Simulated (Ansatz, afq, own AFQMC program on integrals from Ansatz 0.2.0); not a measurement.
# B₂H⁺, triplet in cc-pVDZ, levels against full CI

```xyz
3

B     0.0000    0.0000    0.1151
B     0.0000    0.0000   -1.4076
H     0.0000    0.0000    1.2925
```

Connectivity, by distances: BH–B.

Basis cc-pVDZ. Noble-gas cores (and the filled d shells of Ga–Kr and In–Xe) are frozen. Integrals, coupled cluster, full CI and functionals: Ansatz 0.2.0; the random walks run on the same integrals in our own AFQMC program. ph-AFQMC/CISD is guided by a CISD state made of CCSD amplitudes; releasing the constraint for a short imaginary time cuts its bias at the price of noise, slowly where states lie close. ± is one standard error of the sampling.

Determinant: UHF, the one that the program's search chose, which needn't be the lowest solution. The geometry is a PBE0/def2-TZVP stationary point of this or a neighbouring charge and spin state.

Full CI on the same integrals is exact in this basis and with this determinant's frozen core.

- T1 diagnostic: 0.0166
- weight of the determinant in the CISD state: 0.933
- ⟨S²⟩ of the determinant: 2.003
- size of the correlated space: 6 electrons in 31 orbitals

Reference: full CI, correlation energy -2.828 eV. The released energy is read at 2.40 1/Eh (meV from the phaseless value at times in 1/Eh: -1.2 ± 1.1 at 0.24, -2.8 ± 1.0 at 0.51, -3.3 ± 0.9 at 0.99, -4.1 ± 0.9 at 1.62, -4.9 ± 1.0 at 2.40).

| level | E − E(reference) (mEh) | share of correlation (%) |
| --- | --- | --- |
| HF | 103.92 | 0.00 |
| MP2 | 28.27 | 72.80 |
| CCSD | 3.08 | 97.04 |
| CCSD(T) | 0.87 | 99.16 |
| CCSDT | 0.10 | 99.91 |
| CCSDT(Q) | 0.02 | 99.98 |
| CCSDTQ | 0.00 | 100.00 |
| ph-AFQMC/CISD | 0.19 ± 0.07 | 99.82 |
| released AFQMC | 0.01 ± 0.04 | 99.99 |

CCSDT and higher add their correlation energy to the determinant of the CCSD(T) run, since their own runs factorise the integrals more tightly (a shift of under 2 meV). A walk keeps the symmetry of its determinant, which the program's search chose and which needn't be the lowest solution, so a lower state of the same spin and another symmetry isn't excluded. Released energies are given only where the last usable release times agree within the noise; a slower fall can still hide under it.
